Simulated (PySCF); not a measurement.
LiF, SMILES [F][Li].

The structure is a stationary point at PBE0-D3(BJ)/def2-TZVPD.

These are TDA-PBE/def2-TZVPD run with PySCF values and carry that method's errors.

Vertical excitations; the highest root listed may be one member of a degenerate set. Isolated molecule, no solvent. State labels are in the subgroup C2v.

Computed excitation energies, oscillator strengths and character:
```json
[
 {"state": "S1", "symmetry": "B1", "energy (eV)": "4.52", "λ (nm)": "274", "f": "0.019", "main pairs": "HOMO−1→LUMO (degenerate set)"},
 {"state": "S2", "symmetry": "B2", "energy (eV)": "4.52", "λ (nm)": "274", "f": "0.019", "main pairs": "HOMO→LUMO (degenerate set)"},
 {"state": "S3", "symmetry": "A1", "energy (eV)": "4.87", "λ (nm)": "254", "f": "0.002", "main pairs": "HOMO−2→LUMO 100 %"},
 {"state": "S4", "symmetry": "A2", "energy (eV)": "6.24", "λ (nm)": "199", "f": "0.000", "main pairs": "HOMO−1→LUMO+2, HOMO→LUMO+1 (degenerate set)"},
 {"state": "S5", "symmetry": "A1", "energy (eV)": "6.24", "λ (nm)": "199", "f": "0.000", "main pairs": "HOMO→LUMO+2, HOMO−1→LUMO+1 (degenerate set)"},
 {"state": "S6", "symmetry": "A2", "energy (eV)": "6.29", "λ (nm)": "197", "f": "0.000", "main pairs": "HOMO→LUMO+1 50 %, HOMO−1→LUMO+2 50 %"},
 {"state": "S7", "symmetry": "B1", "energy (eV)": "6.60", "λ (nm)": "188", "f": "0.004", "main pairs": "HOMO−2→LUMO+1 (degenerate set)"},
 {"state": "S8", "symmetry": "B2", "energy (eV)": "6.60", "λ (nm)": "188", "f": "0.004", "main pairs": "HOMO−2→LUMO+2 (degenerate set)"},
 {"state": "S9", "symmetry": "A1", "energy (eV)": "6.61", "λ (nm)": "188", "f": "0.025", "main pairs": "HOMO−1→LUMO+1 46 %, HOMO→LUMO+2 46 %"},
 {"state": "S10", "symmetry": "B1", "energy (eV)": "6.77", "λ (nm)": "183", "f": "0.038", "main pairs": "HOMO−1→LUMO+3 100 %"},
 {"state": "T1", "symmetry": "B2", "energy (eV)": "4.45", "λ (nm)": "279", "f": "0", "main pairs": "HOMO→LUMO (degenerate set)"},
 {"state": "T2", "symmetry": "B1", "energy (eV)": "4.45", "λ (nm)": "279", "f": "0", "main pairs": "HOMO−1→LUMO (degenerate set)"},
 {"state": "T3", "symmetry": "A1", "energy (eV)": "4.81", "λ (nm)": "258", "f": "0", "main pairs": "HOMO−2→LUMO 100 %"},
 {"state": "T4", "symmetry": "A1", "energy (eV)": "6.00", "λ (nm)": "207", "f": "0", "main pairs": "HOMO→LUMO+2 49 %, HOMO−1→LUMO+1 49 %"}
]
```
Triplets are in the Tamm–Dancoff approximation.
